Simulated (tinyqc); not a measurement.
Inside a calculation. Method: CIS on RHF in the sto-3g basis, frozen core, for H2O, spin multiplicity 1. One step of it, computed by the program tinyqc.

Question. CIS singlet states. Diagonalise A (1 hartree = 27.211386 eV); each vector has its largest component positive (the first on a tie). The transition dipole is mu = sqrt2 sum c_ia <i|r|a>.

CIS matrix A, singlet (hartree), order 2>6, 2>7, 3>6, 3>7, 4>6, 4>7, 5>6, 5>7:
$$\begin{pmatrix}
1.373152 & 0.014307 & -0.005972 & 0.051680 & 0.063389 & 0.016638 & 0.000000 & 0.000000 \\
0.014307 & 1.434640 & -0.028985 & 0.008475 & 0.022605 & -0.013473 & 0.000000 & 0.000000 \\
-0.005972 & -0.028985 & 0.717021 & -0.025915 & -0.040658 & 0.037240 & 0.000000 & 0.000000 \\
0.051680 & 0.008475 & -0.025915 & 0.971768 & 0.115300 & 0.021703 & 0.000000 & 0.000000 \\
0.063389 & 0.022605 & -0.040658 & 0.115300 & 0.603019 & 0.003889 & 0.000000 & 0.000000 \\
0.016638 & -0.013473 & 0.037240 & 0.021703 & 0.003889 & 0.668070 & 0.000000 & 0.000000 \\
0.000000 & 0.000000 & 0.000000 & 0.000000 & 0.000000 & 0.000000 & 0.418241 & 0.010212 \\
0.000000 & 0.000000 & 0.000000 & 0.000000 & 0.000000 & 0.000000 & 0.010212 & 0.500914
\end{pmatrix}$$

dipole integrals <i|r|a> (bohr), order 2>6, 2>7, 3>6, 3>7, 4>6, 4>7, 5>6, 5>7:
$$\begin{pmatrix}
0.000000 & 0.001462 & 0.079432 \\
0.000000 & 0.118935 & 0.038302 \\
0.000000 & 0.842189 & -0.139450 \\
0.000000 & 0.195856 & 0.649778 \\
0.000000 & -0.210803 & 0.524830 \\
0.000000 & 0.684653 & 0.072249 \\
-0.071210 & 0.000000 & 0.000000 \\
-0.015737 & 0.000000 & 0.000000
\end{pmatrix}$$

Give: singlet excitation energies; lowest vectors; oscillator strengths 2/3 w |mu|^2.

Answer.

singlet excitation energies (eV): [11.3471, 13.6644, 15.2422, 17.5790, 20.1029, 27.1417, 37.6211, 39.2593]

lowest vectors, order 2>6, 2>7, 3>6, 3>7, 4>6, 4>7, 5>6, 5>7:
$$\begin{pmatrix}
0.0000 & 0.0000 & -0.0554 & -0.0244 & -0.0013 & -0.1755 \\
0.0000 & 0.0000 & -0.0149 & -0.0028 & 0.0481 & -0.0318 \\
0.0000 & 0.0000 & 0.2123 & -0.4459 & 0.8611 & -0.1114 \\
0.0000 & 0.0000 & -0.2410 & -0.1304 & 0.1180 & 0.9421 \\
0.0000 & 0.0000 & 0.9438 & 0.1140 & -0.1368 & 0.2573 \\
0.0000 & 0.0000 & -0.0521 & 0.8778 & 0.4728 & 0.0450 \\
0.9927 & 0.1208 & 0.0000 & 0.0000 & 0.0000 & 0.0000 \\
-0.1208 & 0.9927 & 0.0000 & 0.0000 & 0.0000 & 0.0000
\end{pmatrix}$$

oscillator strengths 2/3 w |mu|^2: [0.0026, 0.0004, 0.0756, 0.0349, 1.2124, 0.7550]
